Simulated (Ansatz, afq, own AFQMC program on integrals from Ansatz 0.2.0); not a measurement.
**SiH2, triplet in cc-pVDZ, levels against full CI**

```xyz
3

Si    0.0000   -0.0933    0.0718
H     0.0000    1.9349   -3.3503
H     0.0000    0.6644    1.3502
```

Basis cc-pVDZ. Noble-gas cores (and the filled d shells of Ga–Kr and In–Xe) are frozen. Integrals, coupled cluster, full CI and functionals: Ansatz 0.2.0; the random walks run on the same integrals in our own AFQMC program. The CISD trial takes its coefficients from CCSD amplitudes. Released means that phaseless walkers are propagated on without the constraint, phases kept. ± is one standard error of the sampling.

Determinant: UHF, the one that the program's search chose, which needn't be the lowest solution. The geometry is a point of a scan.

Full CI on the same integrals is exact in this basis and with this determinant's frozen core.

Cautions: lower spins were not checked.

- T1 diagnostic: 0.0273
- weight of the determinant in the CISD state: 0.918
- ⟨S²⟩ of the determinant: 2.035
- size of the correlated space: 6 electrons in 23 orbitals

```json
{"level": "MP2", "correlation energy (eV)": "-1.7519"}
{"level": "CCSD", "correlation energy (eV)": "-2.4226"}
{"level": "CCSD(T)", "correlation energy (eV)": "-2.4675"}
```

(1) Estimate where full CI lies against CCSD(T) on the same integrals.

(1) 0.37 kcal/mol below CCSD(T).

Reference: full CI, correlation energy -2.484 eV. The released energy is read at 2.40 1/Eh (meV from the phaseless value at times in 1/Eh: -2.1 ± 0.7 at 0.24, -3.4 ± 1.1 at 0.51, -5.9 ± 0.7 at 0.99, -6.3 ± 0.7 at 1.62, -6.2 ± 0.9 at 2.40).

| level | E − E(reference) (kcal/mol) | share of correlation (%) |
| --- | --- | --- |
| CCSD(T) | 0.37 | 99.35 |
| CCSDT | 0.03 | 99.94 |
| CCSDT(Q) | 0.01 | 99.99 |
| CCSDTQ | 0.00 | 100.00 |
| ph-AFQMC/CISD | 0.17 ± 0.02 | 99.71 |
| released AFQMC | 0.02 ± 0.02 | 99.96 |

CCSDT and higher add their correlation energy to the determinant of the CCSD(T) run, since their own runs factorise the integrals more tightly (a shift of under 2 meV). A walk keeps the symmetry of its determinant, which the program's search chose and which needn't be the lowest solution, so a lower state of the same spin and another symmetry isn't excluded. Released energies are given only where the last usable release times agree within the noise; a slower fall can still hide under it.
